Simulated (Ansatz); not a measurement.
Born–Oppenheimer molecular dynamics of C4H9ClO (15 atoms, charge 0, multiplicity 1). It starts from a relaxed structure.

All numbers below come from Ansatz 0.2.0, RKS CAM-B3LYP-D4/STO-3G.

```
ensemble        : NVT, Langevin thermostat
time step       : 0.5 fs
steps asked     : 89
set temperature : 1000 K
friction        : 0.005 /fs
masses          : H 10 u
seed            : 210426
```

Frames 2.5 fs apart, positions in Å.

Velocities at 0.0 fs (Å/ps):

```
C 2.28 -1.05 -3.73
C -3.80 -9.00 -2.66
O -8.54 6.10 -2.98
C -4.90 5.56 -3.30
C 0.71 -7.15 22.83
Cl 6.94 3.89 -7.57
H -3.44 5.48 5.78
H 9.06 -1.76 8.16
H -1.74 -6.35 -12.27
H -13.63 -2.15 8.44
H -1.55 -28.64 4.73
H 8.88 13.34 -0.39
H -8.38 -0.46 -1.10
H 3.17 3.27 3.13
H 3.54 7.72 -0.69
```

```xyz
15
Properties=species:S:1:pos:R:3 time_fs=0.0 energy_less_start_eV=0.000 T=933
C -0.015 -1.065 1.291
C 0.820 -0.416 0.141
O 0.743 -1.182 -1.103
C 0.324 1.024 -0.213
C -1.073 0.977 -0.876
Cl -1.571 2.639 -1.472
H 0.404 -2.045 1.555
H -1.058 -1.206 0.983
H 0.008 -0.427 2.182
H 1.872 -0.327 0.493
H 1.105 -2.092 -0.811
H 1.035 1.479 -0.917
H 0.293 1.642 0.695
H -1.057 0.302 -1.748
H -1.852 0.648 -0.171
15
Properties=species:S:1:pos:R:3 time_fs=2.5 energy_less_start_eV=0.376 T=768
C -0.014 -1.069 1.282
C 0.812 -0.437 0.134
O 0.721 -1.171 -1.113
C 0.309 1.038 -0.217
C -1.070 0.956 -0.821
Cl -1.555 2.648 -1.488
H 0.395 -2.034 1.570
H -1.038 -1.209 1.005
H 0.005 -0.442 2.151
H 1.841 -0.335 0.514
H 1.106 -2.160 -0.801
H 1.056 1.517 -0.914
H 0.274 1.640 0.693
H -1.049 0.311 -1.737
H -1.845 0.666 -0.168
15
Properties=species:S:1:pos:R:3 time_fs=5.0 energy_less_start_eV=0.954 T=517
C -0.016 -1.079 1.274
C 0.802 -0.448 0.132
O 0.703 -1.169 -1.128
C 0.303 1.052 -0.215
C -1.058 0.937 -0.784
Cl -1.540 2.656 -1.503
H 0.384 -2.031 1.580
H -1.027 -1.211 1.025
H 0.003 -0.450 2.123
H 1.815 -0.344 0.538
H 1.104 -2.209 -0.802
H 1.070 1.556 -0.901
H 0.253 1.638 0.693
H -1.042 0.324 -1.720
H -1.848 0.676 -0.154
15
Properties=species:S:1:pos:R:3 time_fs=7.5 energy_less_start_eV=1.128 T=428
C -0.014 -1.091 1.268
C 0.788 -0.453 0.137
O 0.692 -1.183 -1.142
C 0.309 1.064 -0.211
C -1.048 0.927 -0.776
Cl -1.525 2.659 -1.519
H 0.375 -2.034 1.590
H -1.028 -1.216 1.042
H 0.005 -0.456 2.099
H 1.801 -0.357 0.564
H 1.088 -2.230 -0.810
H 1.074 1.589 -0.880
H 0.232 1.633 0.694
H -1.038 0.342 -1.704
H -1.859 0.678 -0.130
15
Properties=species:S:1:pos:R:3 time_fs=10.0 energy_less_start_eV=0.981 T=494
C -0.008 -1.099 1.263
C 0.778 -0.448 0.141
O 0.692 -1.208 -1.153
C 0.326 1.075 -0.207
C -1.043 0.933 -0.791
Cl -1.510 2.660 -1.533
H 0.370 -2.045 1.601
H -1.040 -1.222 1.060
H 0.009 -0.453 2.085
H 1.793 -0.371 0.589
H 1.056 -2.229 -0.825
H 1.074 1.612 -0.856
H 0.209 1.632 0.697
H -1.037 0.359 -1.687
H -1.872 0.675 -0.105
15
Properties=species:S:1:pos:R:3 time_fs=12.5 energy_less_start_eV=0.778 T=639
C -0.004 -1.102 1.259
C 0.772 -0.441 0.143
O 0.698 -1.243 -1.158
C 0.350 1.074 -0.205
C -1.050 0.961 -0.812
Cl -1.494 2.658 -1.546
H 0.372 -2.056 1.615
H -1.055 -1.227 1.072
H 0.021 -0.441 2.086
H 1.789 -0.383 0.608
H 1.011 -2.210 -0.845
H 1.068 1.630 -0.830
H 0.188 1.635 0.708
H -1.037 0.372 -1.675
H -1.878 0.670 -0.079
15
Properties=species:S:1:pos:R:3 time_fs=15.0 energy_less_start_eV=0.794 T=657
C -0.004 -1.099 1.262
C 0.776 -0.435 0.137
O 0.707 -1.276 -1.154
C 0.371 1.065 -0.200
C -1.061 1.010 -0.829
Cl -1.476 2.655 -1.557
H 0.372 -2.070 1.630
H -1.083 -1.233 1.079
H 0.035 -0.424 2.097
H 1.790 -0.397 0.616
H 0.963 -2.188 -0.861
H 1.059 1.649 -0.805
H 0.167 1.642 0.721
H -1.035 0.375 -1.672
H -1.875 0.666 -0.054
15
Properties=species:S:1:pos:R:3 time_fs=17.5 energy_less_start_eV=1.052 T=498
C -0.016 -1.096 1.265
C 0.790 -0.435 0.127
O 0.716 -1.294 -1.149
C 0.380 1.050 -0.189
C -1.073 1.060 -0.839
Cl -1.458 2.651 -1.568
H 0.369 -2.081 1.639
H -1.111 -1.237 1.082
H 0.048 -0.406 2.115
H 1.798 -0.414 0.614
H 0.919 -2.170 -0.872
H 1.056 1.666 -0.781
H 0.154 1.646 0.736
H -1.032 0.365 -1.677
H -1.863 0.665 -0.038
15
Properties=species:S:1:pos:R:3 time_fs=20.0 energy_less_start_eV=1.105 T=452
C -0.041 -1.094 1.271
C 0.807 -0.441 0.116
O 0.723 -1.285 -1.146
C 0.379 1.034 -0.175
C -1.081 1.097 -0.838
Cl -1.440 2.649 -1.577
H 0.365 -2.084 1.641
H -1.134 -1.243 1.089
H 0.059 -0.388 2.131
H 1.809 -0.428 0.607
H 0.884 -2.177 -0.867
H 1.061 1.678 -0.752
H 0.148 1.644 0.752
H -1.026 0.345 -1.683
H -1.840 0.672 -0.035
15
Properties=species:S:1:pos:R:3 time_fs=22.5 energy_less_start_eV=0.894 T=604
C -0.070 -1.094 1.286
C 0.825 -0.456 0.105
O 0.729 -1.255 -1.147
C 0.364 1.028 -0.155
C -1.087 1.108 -0.830
Cl -1.424 2.651 -1.586
H 0.363 -2.079 1.637
H -1.155 -1.248 1.097
H 0.067 -0.376 2.144
H 1.822 -0.437 0.597
H 0.855 -2.210 -0.852
H 1.065 1.687 -0.721
H 0.152 1.637 0.768
H -1.026 0.325 -1.680
H -1.810 0.693 -0.045
15
Properties=species:S:1:pos:R:3 time_fs=25.0 energy_less_start_eV=0.845 T=597
C -0.094 -1.096 1.305
C 0.841 -0.475 0.099
O 0.736 -1.217 -1.149
C 0.347 1.033 -0.134
C -1.081 1.097 -0.821
Cl -1.409 2.655 -1.597
H 0.360 -2.072 1.630
H -1.174 -1.250 1.104
H 0.074 -0.370 2.152
H 1.836 -0.445 0.584
H 0.824 -2.244 -0.830
H 1.069 1.693 -0.692
H 0.164 1.622 0.788
H -1.029 0.314 -1.669
H -1.785 0.721 -0.064
15
Properties=species:S:1:pos:R:3 time_fs=27.5 energy_less_start_eV=0.913 T=569
C -0.106 -1.103 1.325
C 0.847 -0.491 0.103
O 0.743 -1.188 -1.149
C 0.327 1.045 -0.112
C -1.063 1.069 -0.819
Cl -1.396 2.661 -1.608
H 0.356 -2.058 1.625
H -1.186 -1.252 1.109
H 0.075 -0.370 2.158
H 1.851 -0.456 0.567
H 0.791 -2.257 -0.805
H 1.071 1.694 -0.670
H 0.176 1.604 0.809
H -1.041 0.305 -1.650
H -1.762 0.751 -0.089
```

Of the whole run (44 fs, mean temperature of the second half 591 K): The mean temperature of the second half is 41 % below the set value. A run of 0.044 ps of so small a system gives no equilibrium averages. Limits of this set-up: minimal basis.

The run took 10 min on 1 CPU thread of a shared host.
